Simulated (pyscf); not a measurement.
# Addition: HC≡CH + •HC=CH₂ → •HC=CH–CH=CH₂

Gas phase, doublet surface, charge 0. Bonds broken: none. Bonds formed: C1–C5. Single points on ωB97X-D3(BJ)/def2-SVP structures (PySCF, gas phase). MP2 and CC: frozen core, UHF for open shells. ΔMP2 is the change of the MP2 total energy from the triple- to the quadruple-zeta basis.

Transition state (Å):

```xyz
9

C     -1.1561    -1.1353     0.5807
C     -2.3237    -0.8414     0.3784
H     -0.2713    -1.5985     0.9879
H     -3.3129    -0.5099     0.1124
C      0.2125     0.1406    -0.8073
C     -0.0805     1.4235    -0.8499
H      0.9876    -0.4679    -1.2832
H     -0.9328     1.8319    -0.2919
H      0.5142     2.1354    -1.4422
```

One imaginary mode, 419i cm⁻¹; descent along it reached the two sides named, in the forms told below.

| bond | change | reactant side (Å) | saddle | product side |
|---|---|---|---|---|
| C1–C5 | forms | 3.5 | 2.330 | 1.486 |

Electronic energies relative to the separated reactants (kJ/mol):

```json
[
 {"level": "ωB97X-D3(BJ)/def2-TZVP", "barrier": "15.6", "reaction energy": "-193.2", "reverse barrier": "208.8"},
 {"level": "PBE/def2-TZVP", "barrier": "6.0", "reaction energy": "-195.9", "reverse barrier": "201.9"},
 {"level": "r²SCAN/def2-TZVP", "barrier": "9.8", "reaction energy": "-199.5", "reverse barrier": "209.4"},
 {"level": "B3LYP-D3(BJ)/def2-TZVP", "barrier": "11.0", "reaction energy": "-187.8", "reverse barrier": "198.7"},
 {"level": "PBE0-D3(BJ)/def2-TZVP", "barrier": "9.7", "reaction energy": "-209.3", "reverse barrier": "219.0"},
 {"level": "M06-2X/def2-TZVP", "barrier": "20.3", "reaction energy": "-181.7", "reverse barrier": "201.9"},
 {"level": "ωB97M-D3(BJ)/def2-TZVP", "barrier": "18.9", "reaction energy": "-180.7", "reverse barrier": "199.6"},
 {"level": "HF/def2-TZVP", "barrier": "47.8", "reaction energy": "-180.1", "reverse barrier": "227.9"},
 {"level": "MP2/def2-QZVPP", "barrier": "61.1", "reaction energy": "-137.7", "reverse barrier": "198.8"},
 {"level": "CCSD/def2-TZVPP", "barrier": "29.0", "reaction energy": "-170.6", "reverse barrier": "199.6"},
 {"level": "CCSD(T)/def2-TZVPP", "barrier": "23.8", "reaction energy": "-172.1", "reverse barrier": "195.9"},
 {"level": "CCSD(T)/def2-TZVPP + ΔMP2(QZVPP)", "barrier": "24.1", "reaction energy": "-171.4", "reverse barrier": "195.5"}
]
```

With CCSD(T)/def2-TZVPP + ΔMP2(QZVPP) energies and thermal terms (ideal gas, 1 atm, RRHO with modes under 100 cm⁻¹ raised to 100, one conformer, R ln 2 for chiral ones without a mode under 150 cm⁻¹), in kJ/mol:

```
T (K)   ΔH‡    ΔG‡      ΔH      ΔG
-----  ----  -----  ------  ------
298    25.2   60.9  -157.0  -113.9
600    26.1   96.8  -158.4   -69.4
900    27.3  131.8  -157.2   -25.1
1200   28.6  166.4  -154.7   +18.6
```

On the product side the descent ends in a point that may be a rotor saddle (no frequency run), 9.6 kJ/mol over the lowest minimum found and 199.2 kJ/mol under the saddle at ωB97X-D3(BJ)/def2-TZVP. •HC=CH–CH=CH₂ lies 47.1 kJ/mol over its isomer •HC=C=CH–CH₃ (electronic energy, ωB97M-D3(BJ)/def2-TZVP). One saddle was located; it need not be the lowest between these sides. The CCSD(T) − MP2 part came from Ansatz, without density fitting, on the same reference. An open-shell T1 diagnostic exceeds 0.045. A UHF reference is spin-contaminated (<S²> up to 1.26), which harms MP2 most.
